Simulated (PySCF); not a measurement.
## Potential energy of SiO along the bond

Set-up: Si def2-TZVPPD, O def2-TZVPPD; no relativity (PySCF 2.14). Energies in eV from Si + O in their ground configurations at the same level. State: ¹Σ⁺ (singlet), closed shell.

All columns are PBE. A positive dipole means Si(−)O(+).

```tsv
R (Å)	E (eV)	μ (D)	Mulliken charge on Si (basis-dependent)	HOMO (eV)	LUMO (eV)	Mayer bond order	⟨S²⟩
1.300	-6.248	-2.26	0.47	-7.30	-2.24	2.37	0.00
1.360	-7.424	-2.43	0.40	-7.37	-2.41	2.40	0.00
1.420	-8.106	-2.61	0.37	-7.43	-2.59	2.39	0.00
1.466	-8.377	-2.75	0.36	-7.45	-2.73	2.37	0.00
1.511	-8.491	-2.89	0.37	-7.47	-2.87	2.35	0.00
1.556	-8.481	-3.03	0.38	-7.48	-3.00	2.32	0.00
1.617	-8.326	-3.21	0.39	-7.49	-3.18	2.29	0.00
1.692	-7.973	-3.44	0.42	-7.44	-3.39	2.26	0.00
1.783	-7.405	-3.71	0.45	-7.17	-3.63	2.23	0.00
1.904	-6.535	-4.05	0.48	-6.85	-3.92	2.20	0.00
```

A fit through these points gives, at Re = 1.529 Å, μ = -2.94 D and dμ/dR = -3.07 D/Å; the reduced mass is 10.18 u.

Question: How strong is the fundamental in the double-harmonic approximation, I = 42.26·(dμ/dR)²/μred km/mol?

Answer: I = 42.26·(-3.07)²/10.18 = 39.1 km/mol at PBE.
